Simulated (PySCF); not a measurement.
Isomers of C2H4ClF, one GFN2-xTB conformer each. Single-point energies are computed at PBE0/pcSseg-1 (PySCF, gas phase, no added dispersion term), electronic only.

Problem. Rank them by PBE0/pcSseg-1 energy, lowest first (kcal/mol).
A. `C[C@@H](F)Cl` (1-chloro-1-fluoroethane)
B. `[F:1][CH2:2][CH2:3][Cl:4]` with F1–C2–C3–Cl4 180°

Solution. A (0.0), B (5.2).

GFN2-xTB itself gives, in the same order: 0.0, 2.9. Both levels put the same isomer lowest.

Problem. Which frontier levels, dipoles and rotational constants go with these structures?

Solution. 
```json
{"SMILES": "C[C@@H](F)Cl", "HOMO (eV, PBE0/pcSseg-1)": "-8.77", "LUMO (eV)": "0.76", "dipole (D)": "2.33", "A, B, C (MHz)": "9005, 4671, 3332"}
{"SMILES": "FCCCl", "HOMO (eV, PBE0/pcSseg-1)": "-8.81", "LUMO (eV)": "0.59", "dipole (D)": "0.15", "A, B, C (MHz)": "30159, 2404, 2292"}
```

Problem. As an exercise, what shares would exp(−E/RT) give at 2000 K from these electronic energies alone (no entropy, no degeneracies)?

Solution. RT = 3.974 kcal/mol: C[C@@H](F)Cl 78.6 %, FCCCl 21.4 %.
